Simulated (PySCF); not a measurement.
Species: C₄H₇ClO.
Cartesian coordinates in Å at the GFN2-xTB level; atoms count from 1:
```xyz
13
C4H7ClO angstrom
C     -1.861   -0.632   -0.070
O     -0.478   -0.909   -0.121
C      0.437    0.080    0.000
C      1.821   -0.510   -0.051
C      0.290    1.396    0.146
Cl    -1.177    2.325    0.223
H     -2.350   -1.601   -0.156
H     -2.142   -0.166    0.877
H     -2.173    0.007   -0.899
H      2.581    0.255    0.060
H      1.959   -1.024   -0.999
H      1.927   -1.245    0.744
H      1.159    2.025    0.230
```

Method: TDDFT B3LYP/def2-SVPD, vertical, gas phase, core orbitals frozen in the response (PySCF).

Ground-to-excited transition dipoles (e·a0, same axes as the geometry; the sign carries no meaning), for the states with f of 0.002 or more among the lowest 7:

```tsv
state	E (eV)	μx	μy	μz
S3	6.363	-0.187	1.098	0.110
S4	6.397	0.100	-0.595	-0.074
S7	7.284	-0.006	-0.212	-0.037
```

(1) What oscillator strength does each state have?

(2) Which bond between heavy atoms lies closest to the direction of the S3 transition dipole?

(3) What angle do the transition dipoles of S3 and S4 make?

(4) What peak molar absorption coefficient would the strongest computed level give as a lone Gaussian band 0.5 eV wide at half height?

Answers

(1) f = (2/3) ΔE |μ|² with ΔE in hartree (27.2114 eV).

| state | \|μ\|² (au) | \|μ\| (D) | f |
| --- | --- | --- | --- |
| S3 | 1.253 | 2.85 | 0.195 |
| S4 | 0.370 | 1.55 | 0.058 |
| S7 | 0.046 | 0.55 | 0.008 |

(2) C3–C5, at 3° from it; next C5–Cl6 at 48°.

(3) |cos θ| = |μa·μb| / (|μa| |μb|) = 1.00, so θ ≈ 1° (taken between 0 and 90°, since the signs are arbitrary).

(4) ε(max) = 2.175×10⁸ f / FWHM, with the width in cm⁻¹. S3: 2.175×10⁸ × 0.1953 / 4033 ≈ 11000 L mol⁻¹ cm⁻¹.

One conformer stands for the species.
